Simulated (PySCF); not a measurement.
**BP⁻: one state, many levels of theory**

State: ²Σ⁺ (doublet), unpaired electrons σ ↑. Set-up: B aug-cc-pVDZ-DK, P aug-cc-pVDZ-DK; spin-free X2C with a Gaussian nucleus (PySCF 2.14). De refers to B + P⁻ in their high-spin ground configurations, without counterpoise correction. The functionals are run spin-unrestricted. A positive dipole points towards P; it is taken about the centre of mass and depends on that origin.

| Level | Re (Å) | ωe (cm⁻¹) | De (eV) | μ (D) |
| --- | --- | --- | --- | --- |
| ROHF-MP2 | 1.738 | 991 | n/a | n/a |
| ROHF-SCS-MP2 | 1.737 | 992 | n/a | n/a |
| ROHF-CCSD | 1.729 | 1022 | n/a | n/a |
| ROHF-CCSD(T) | 1.743 | 985 | n/a | n/a |
| PBE | 1.726 | 1002 | 5.61 | 1.15 |
| PBEsol | 1.723 | 1010 | 5.89 | 1.14 |
| BLYP | 1.731 | 979 | 5.22 | 1.17 |
| r²SCAN | 1.714 | 1041 | 5.51 | 0.86 |
| B3LYP | 1.715 | 1021 | 5.10 | 0.96 |
| PBE0 | 1.710 | 1046 | 5.33 | 0.89 |
| HSE06 | 1.711 | 1042 | 5.32 | 0.89 |

**Question.** What does a quarter of exact exchange do here, going from PBE to PBE0?

**Answer.** PBE0 less PBE: -1.6 pm in Re, +4.4 % in ωe, -0.28 eV in De. Exact exchange removes part of the self-interaction that spreads semilocal densities, and in most molecules shortens and stiffens the bond and lowers De; so it does here.

Correlated steps freeze 6 core orbitals. For an ion De counts to the pair picked by the measured ionisation energies or electron affinities, which need not be the lowest pair at this level. The highest Kohn–Sham level is positive in this anion. Much of that is self-interaction error, but it also means that the finite basis helps to hold the extra electron. The CCSD T1 diagnostic is raised, a sign that a single reference may not be enough here. The state is the lowest determinant that a PBE0 search found; another state may lie lower at other levels.
